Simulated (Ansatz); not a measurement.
Basis sets compared for Li2H. Total charge 0; doublet. Geometry PBE-D4/def2-TZVP. Ansatz on 4 threads of Intel Xeon 6975P-C on a shared host; times are rough, and most runs start from earlier orbitals.

Cartesian coordinates in Å:
```
Li -0.9122 -0.9567 0.2828
Li 1.0705 0.7243 0.3922
H -0.1583 0.2324 -0.6750
```

The structure comes from a short search, and lower isomers may exist.

Binding counts from free atoms (Li doublet, H doublet) in the same basis, without a counterpoise term.

```json
{"level": "PBE-D4/def2-SVP", "functions": "23", "energy (Eh)": "-15.5340", "HOMO (eV)": "-2.50", "LUMO (eV)": "-1.81", "binding per atom (eV)": "1.16", "wall time": "0.2 s"}
{"level": "PBE-D4/def2-TZVP (with forces)", "functions": "34", "energy (Eh)": "-15.5483", "HOMO (eV)": "-2.62", "LUMO (eV)": "-1.88", "binding per atom (eV)": "1.13", "wall time": "0.15 s"}
{"level": "r2SCAN-D4/def2-TZVP", "functions": "34", "energy (Eh)": "-15.5856", "HOMO (eV)": "-2.63", "LUMO (eV)": "-1.65", "binding per atom (eV)": "1.15", "wall time": "0.35 s"}
{"level": "PBE0-D4/def2-SVP", "functions": "23", "energy (Eh)": "-15.5442", "HOMO (eV)": "-3.01", "LUMO (eV)": "-1.32", "binding per atom (eV)": "1.13", "wall time": "0.2 s"}
{"level": "PBE0-D4/def2-TZVP", "functions": "34", "energy (Eh)": "-15.5580", "HOMO (eV)": "-3.15", "LUMO (eV)": "-1.36", "binding per atom (eV)": "1.11", "wall time": "0.2 s"}
```

(1) Estimate the rows for PBE-D4/def2-TZVPD, r2SCAN-D4/def2-TZVPD, PBE0-D4/def2-TZVPD.

Results:

(1) 
| level | functions | energy (Eh) | HOMO (eV) | LUMO (eV) | binding per atom (eV) | wall time |
| --- | --- | --- | --- | --- | --- | --- |
| PBE-D4/def2-TZVPD | 43 | -15.5502 | -2.63 | -1.89 | 1.15 | 0.2 s |
| r2SCAN-D4/def2-TZVPD | 43 | -15.5876 | -2.63 | -1.66 | 1.17 | 0.35 s |
| PBE0-D4/def2-TZVPD | 43 | -15.5601 | -3.15 | -1.39 | 1.13 | 0.2 s |
